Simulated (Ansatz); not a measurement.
**Scan of the O1–Si2 bond length**

SiO₂ (SMILES O=[Si]=O), singlet, at its PBE0-D4/def2-TZVP minimum:

O1  (0.698, 1.230, 0.519)
Si2  (0.000, 0.000, 0.000)
O3  (-0.698, -1.230, -0.519)
(Å)

The bond length O1–Si2 (1.506 Å at the minimum) is set to the values below, the two halves moving rigidly along the bond. Each method's energies count from its own value at the PBE0-D4 minimum structure. 1 of 9 computed points, where the reference changed state or T1 grew large, are left out. Program: Ansatz 0.2.0. Basis: def2-TZVPP. Cores are frozen in the correlated methods. B3LYP uses VWN-RPA correlation.

CCSD(T) energies along the scan:
```
bond length (Å)  CCSD(T) (kcal/mol)
          1.295               50.62
          1.339               29.58
          1.404               10.37
          1.480                0.89
          1.564                1.20
          1.655                9.39
          1.751               22.87
          1.852               39.42
```
They count from the CCSD(T) energy at the PBE0-D4 minimum.

Minimum and curvature along this coordinate at CCSD(T): A fifth-order fit through the nearest points gives 1.517 Å, with a curvature of about 56 eV/Å².

**Question.** Treat the two halves as rigid bodies and work out the harmonic wavenumber of this stretch from that curvature (ν̃ = 521.5 √(k/μ) cm⁻¹ with k in eV/Å² and μ in u).

**Answer.** The halves weigh 16.00 and 44.09 u, so μ = 16.00 × 44.09/60.09 = 11.740 u and ν̃ = 521.5 √(56/11.740) ≈ 1100 cm⁻¹. A true normal mode mixes in other motions, so this is a guide only.

Largest difference from the CCSD(T) curve over the scan: r2SCAN-D4 2.01; PBE0-D4 4.46; B3LYP-D4 2.52 kcal/mol. Each curve counts from its own value at the minimum.

No T1 diagnostic of these runs exceeds 0.039. The T1 diagnostic is large here, which may signal multireference character or strong orbital relaxation, so CCSD(T) is less sure. The restricted Hartree–Fock reference is unstable towards an unrestricted one here.

For scale, one of the runs: CCSD(T)/def2-TZVPP, 104 basis functions (an equivalent command: `ansatz run in.yaml --threads 2`). Hardware: 2 CPU threads, shared host. Wall time about 3.7 s.
